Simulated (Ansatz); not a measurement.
# CHOSi (quartet): the correlation ladder, def2-QZVPP

The task here is to estimate one member of a computed series from the others.

Computed with Ansatz 0.2.0, Gaussian basis. Level: def2-QZVPP, core rule «outside noble gas», up to 7 orbitals frozen.

The runs, in order: UHF; ROHF; CCSD(T) on UHF.

### The geometry

The geometry is a PBE0/def2-TZVP stationary point (not a proven minimum).

4 atoms, charge 0, spin multiplicity 4.

Atoms are counted from 1 here; the program's logs count them from 0.

Bond lengths: O1–C2 1.195 Å, C2–Si3 1.957 Å, C2–H4 1.107 Å. Angles: O1–C2–Si3 126.3°, O1–C2–H4 123.6°, Si3–C2–H4 110.1°.

As a file:

```xyz
4
charge 0, multiplicity 4
O     0.0000   -0.3136    1.5981
C     0.0000    0.4367    0.6681
Si    0.0000   -0.0634   -1.2237
H     0.0000    1.5394    0.7694
```

Set-up of the first run:

in.yaml

```yaml
crystal:
  periodic: [false, false, false]
  atoms:
    - {symbol: O, position_ang: [0.000000, -0.313583, 1.598105]}
    - {symbol: C, position_ang: [0.000000, 0.436706, 0.668068]}
    - {symbol: Si, position_ang: [0.000000, -0.063363, -1.223700]}
    - {symbol: H, position_ang: [0.000000, 1.539364, 0.769440]}
basis:
  gaussian: {orbitals: "def2-QZVPP.json"}
magnetization: {spin_polarized: true, initial_magnetization: 3}
hamiltonian: {xc: hf}
output: {orbitals: {seedname: orbitals}}
```

Command:

```
$ ansatz run in.yaml --threads 1 --pin off --events-out ev --progress --plain --max-ram 2393MiB
```

Steps of the session up to this table: UHF; ROHF; CCSD(T) on UHF.

One of the session's tables, all rows but one given; the rest of the session is left out.

| method | from UCCSD(T) (kJ/mol) |
| --- | --- |
| ROHF | +1394.7 |
| UHF | +1385.3 |
| UMP2 | +105.1 |
| UCCSD | ? |
| UCCSD(T) | 0 |

Q: Estimate the row for UCCSD from the others.

**Answer.** from UCCSD(T) (kJ/mol): +75.8. In the column «from UCCSD(T) (kJ/mol)» it lies between UCCSD(T) (0) and UMP2 (+105.1).

Limits of these values: Warnings: coupled cluster took another determinant than the lowest.
